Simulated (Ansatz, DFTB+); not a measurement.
## Worked example: C4H7NO → C2H5O + C2H2N

Species: C4H7NO `COCCC#N`, singlet; C2H5O (methoxymethyl) `[CH2]OC`, doublet; C2H2N `[CH2]C#N`, doublet. 

Shapes, held fixed at every level: PBE0-D4/def2-TZVP. Flexible molecules stand in one conformer, not always the lowest. Programs: Ansatz 0.2.0, DFTB+ 25.1. Electronic energies: no zero-point or thermal term.

At B2PLYP/def2-TZVPP; 1 Eh = 2625.50 kJ/mol:

| species | energy (Eh) |
| --- | --- |
| C4H7NO | -286.461037 |
| C2H5O | -154.299059 |
| C2H2N | -132.036636 |

Task: Work out ΔE of the reaction at this level.

Result: 
1. Products less reactants: (-154.299059) + (-132.036636) − [(-286.461037)] = 0.125342 Eh = +329.1 kJ/mol.

Other levels give +306.4 (r2SCAN-D4/def2-TZVPP) to +347.7 kJ/mol (wB97M-V/def2-TZVPP). No measured value is set beside it here. Spin contamination: C2H2N (⟨S²⟩ up to 0.93). Open shells run unrestricted unless RO is named.
